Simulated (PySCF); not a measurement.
H₃NS, SMILES NS, point group Cs.

Level: B3LYP/pcSseg-2 in PySCF (density fitting, grid level 2); geometry and Hessian at that level, cubic constants and property derivatives from steps of ±0.6 along each species' dimensionless normal coordinates, second-order vibrational perturbation theory. The parent has the commonest isotopes.

Equilibrium geometry in the parent's principal axes a, b, c (Å):

| atom | a | b | c |
| --- | --- | --- | --- |
| N1 | -1.14 | 0.08 | 0.00 |
| S2 | 0.57 | -0.05 | 0.00 |
| H3 | -1.54 | -0.35 | 0.83 |
| H4 | -1.54 | -0.35 | -0.83 |
| H5 | 0.85 | 1.27 | 0.00 |

Ground-state constants (MHz). Parent: 147338.4, 14051.6, 13805.5. A species with one ²H: 101389.0, 13778.9, 12984.8.

Question: Which position carries the label?

Answer: Moments I = 505379/B are 3.4301, 35.9659, 36.6070 and 4.9845, 36.6776, 38.9208 u Å². With M = 48.9986 u and Δm = 1.0063 u, μ = MΔm/(M + Δm) = 0.9860 u. Kraitchman's equations give |a|, |b|, |c| = 0.843, 1.303, 0.292i Å. That is H5, whose equilibrium values are 0.845, 1.268, 0.000 Å. An imaginary value marks an atom near a principal plane, where vibrational terms outweigh the coordinate.

Internal rotors are held in one well.
